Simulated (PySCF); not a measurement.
Gas-phase reaction: PH3 + 3 O → HPO3 + 2 H

Energies from PySCF, thermal terms from the rigid-rotor harmonic-oscillator model, ideal gas at 1 bar. † marks an energy on the PBE0/def2-TZVP geometry and frequencies; other levels use their own. MP2 and CCSD(T) freeze the core. 6-31G* has spherical d functions here. Open shells (unrestricted): O (multiplicity 3, electronic degeneracy 9), H (multiplicity 2); the rest are closed-shell singlets. Spin-orbit splitting is ignored; it lowers the true energy and changes the entropy of O. HPO3: computed as isolated molecules; such fragments, hydroxides, amides, oligomers or adducts are transient or little studied in the gas. MP2 isn't extrapolated to the basis-set limit; its ΔH°(298 K) is -924.5 kJ in def2-SVP and -1106.4 kJ in def2-TZVPP. CCSD(T) isn't extrapolated to the basis-set limit; its ΔH°(298 K) is -776.4 kJ in def2-SVP and -946.0 kJ in def2-TZVPP. The harmonic model lacks anharmonicity and excited electronic states, which grow with temperature; levels with a mode under 35 cm⁻¹ are left out. Internal rotation in HPO3 is treated as a harmonic vibration of one conformer, which makes the entropy rough.

| level | ΔE electronic, kJ | ΔH°(298 K), kJ | ΔS°(298 K), J/K | ΔG°(1400 K), kJ |
|---|---|---|---|---|
| BLYP/def2-TZVP† | -1020 | -1024 | -187 | -771 |
| CCSD(T)/def2-TZVPP† | -941 | -946 | -187 | -693 |
| HF/6-31G* | -311 | -317 | -189 | -61 |
| HF/def2-TZVP† | -429 | -433 | -187 | -180 |
| M06-2X/def2-TZVP† | -1005 | -1010 | -187 | -757 |
| MP2/def2-TZVPP† | -1102 | -1106 | -187 | -854 |
| PBE/def2-SVP | -1022 | -1028 | -184 | -780 |
| PBE0/def2-SVP† | -886 | -891 | -187 | -638 |
| LDA/def2-TZVP† | -1338 | -1343 | -187 | -1090 |
| ωB97X-V/def2-TZVP† | -993 | -997 | -187 | -745 |
ΔH° is lowest at LDA/def2-TZVP† and highest at HF/6-31G*. No reference value is set beside these.
